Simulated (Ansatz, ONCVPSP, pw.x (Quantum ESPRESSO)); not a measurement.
**hafnium (Hf): one change to the ONCV potential, in the atom and in the fcc crystal**

ONCVPSP 4.0.1.1 (patched build) input, shortened (lines: element, Z, core and valence counts, functional; n l f; lmax; l rc ep ncon nbas qcut; lloc lpopt rc5 dvloc0; l nproj debl; icmod fcfact rcfact), LDA (Perdew-Wang 92), scalar-relativistic:

```
  Hf 72.00   10    4  -001012      upf
    1    0    2.00
    2    0    2.00
    2    1    6.00
    3    0    2.00
    3    1    6.00
    3    2   10.00
    4    0    2.00
    4    1    6.00
    4    2   10.00
    4    3   14.00
    5    0    2.00
    5    1    6.00
    5    2    2.00
    6    0    2.00
    2
    0    2.05    0.00    3    6    4.50
    1    1.90    0.00    5    9    6.60
    2    3.10    0.00    5    9    4.40
    4    5    1.80    0.00
    0    2    0.30
    1    2    2.70
    2    2    3.60
    2    0.45    1.05
```

Change: all radii but the core radius scaled by about 1.20 (s 2.46, p 2.28, d 3.72 bohr); local potential polynomial inside 2.16 bohr (lpopt 5, dvloc0 0 Ha).

Cutoffs, loose and tight: the cutoffs (Ha) at which the residual kinetic energy of the hardest occupied pseudo-wave falls to 1 and 0.1 mHa per electron. They do not see the model core or the augmentation charge, which bear on the density cutoff. Test errors are all-electron minus pseudo excitation energies from the reference, over the configurations 5s2 5p6 5d2 6s1; 5s2 5p6 5d2 6s0; 5s2 5p6 5d1 6s0; 5s1 5p6 5d2 6s2; variants that change the core or the reference have their own tests.

Crystal test: fcc Hf in pw.x 7.5, no spin, 13³ k-points, Fermi–Dirac smearing 0.01 Ry, cutoffs set for each file from its atomic test. The reference is all-electron LAPW (Ansatz 0.2.0) with the same functional, mesh and smearing; V0 and B0 come from Birch–Murnaghan fits to the pressures at five volumes. Errors are pseudo minus all-electron; Δ is the rms difference of the E(V) curves that follow from these fits, minima aligned, over ±6 % about the mean V0. Mesh and smearing are coarse, so the numbers serve the comparison and aren't converged zero-temperature values; the lattice is a test structure that the element need not adopt.

All-electron: a0 = 4.367 Å (V0 = 20.82 Å³/atom), B0 = 114.6 GPa.

Task: Does the change bring the crystal closer to the all-electron result?

Result: The mean pressure error goes from -2.20 to -18.89 GPa, so the change moves the solid further from the all-electron pressures.

| quantity | base | changed |
| --- | --- | --- |
| outcome (atom) | generated | generated |
| cutoff, loose (atom) | 15 Ha | 10 Ha |
| cutoff, tight (atom) | 20 Ha | 12 Ha |
| bound ghosts (atom) | none | none |
| largest test error (meV) (atom) | -1034 over the solved tests; 1 of 4 tests not solved or not reliable | -1097 over the solved tests; 1 of 4 tests not solved or not reliable |
| cutoffs in pw.x (Ry) | 50/200 | 50/200 |
| a0 (Å) | 4.338 | – |
| a0 error (%) | -0.66 | – |
| B0 error (%) | -4.0 | – |
| Δ (meV/atom) | 10.2 | – |
| mean pressure error (GPa) | -2.20 | -18.89 |

A dash: not determined, or the minimum lies outside the volumes sampled.

Base: The largest radius (3.10 bohr) exceeds half the bond length (2.91 bohr), so the spheres overlap, which is one possible source of error among others. This is a poor potential for the solid. Atomic configuration tests: 1 of 4 tests not solved or not reliable. Changed file: The largest radius (3.72 bohr) exceeds half the bond length (2.91 bohr), so the spheres overlap, which is one possible source of error among others. This is a poor potential for the solid. Atomic configuration tests: 1 of 4 tests not solved or not reliable.
